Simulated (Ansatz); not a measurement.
SiH2F2 (SMILES F[SiH2]F): the energy, rung by rung

The species is SiH2F2 (5 atoms), meant as a singlet with charge 0. SMILES: `F[SiH2]F`. Geometry: relaxed at PBE0-D4/def2-TZVP.

```
atom    x (Å)    y (Å)    z (Å)
   F  -1.0790   0.5382   0.9807
  Si  -0.0052  -0.0005  -0.0541
   F   1.2476  -0.5206   0.7669
   H  -0.5905  -1.1387  -0.7863
   H   0.4271   1.1217  -0.9073
```

Each level gives the energy change with the F1–Si2 bond stretched from 1.586 to 2.378 Å (eV). The values are calculated.

```json
{"level": "CAM-B3LYP/STO-3G (restricted)", "kind": "range-separated hybrid", "program": "Ansatz", "value (eV)": "3.80", "less FCI/STO-3G": "+0.87", "CPU time (all runs)": "2.6 s"}
{"level": "HSE06/STO-3G (restricted)", "kind": "range-separated hybrid", "program": "Ansatz", "value (eV)": "3.60", "less FCI/STO-3G": "+0.67", "CPU time (all runs)": "2.7 s"}
{"level": "wB97X/STO-3G (restricted)", "kind": "range-separated hybrid", "program": "Ansatz", "value (eV)": "3.79", "less FCI/STO-3G": "+0.86", "CPU time (all runs)": "9.5 s"}
{"level": "B2PLYP/STO-3G (restricted)", "kind": "double hybrid", "program": "Ansatz", "value (eV)": "3.65", "less FCI/STO-3G": "+0.72", "CPU time (all runs)": "2.7 s"}
{"level": "RPA@PBE/STO-3G (restricted)", "kind": "RPA", "program": "Ansatz", "value (eV)": "2.68", "less FCI/STO-3G": "-0.25", "CPU time (all runs)": "3.5 s"}
{"level": "CCSD(T)/STO-3G (restricted)", "kind": "coupled cluster or CI", "program": "Ansatz", "value (eV)": "2.94", "less FCI/STO-3G": "+0.01", "CPU time (all runs)": "0.44 s"}
{"level": "CCSDT(Q)/STO-3G (restricted)", "kind": "coupled cluster or CI", "program": "Ansatz", "value (eV)": "2.93", "less FCI/STO-3G": "0.00", "CPU time (all runs)": "1.5 s"}
{"level": "CCSDTQ/STO-3G (restricted)", "kind": "coupled cluster or CI", "program": "Ansatz", "value (eV)": "2.93", "less FCI/STO-3G": "0.00", "CPU time (all runs)": "38 s"}
{"level": "FCI/STO-3G", "kind": "exact in the basis", "program": "Ansatz", "value (eV)": "2.93", "less FCI/STO-3G": "0.00", "CPU time (all runs)": "4.3 s"}
```

FCI/STO-3G is exact within its basis and frozen core, so for wave-function methods in that basis the difference is their error; functionals converge differently with the basis, so for them it is only a difference. The first shape isn't each level's own minimum. The values span 2.68 to 3.80 eV. All rows use very small basis sets, so even the best lies far from the true value. Times are those of the runs behind each value, whatever else they computed, on shared processors of several kinds: orders of magnitude only.
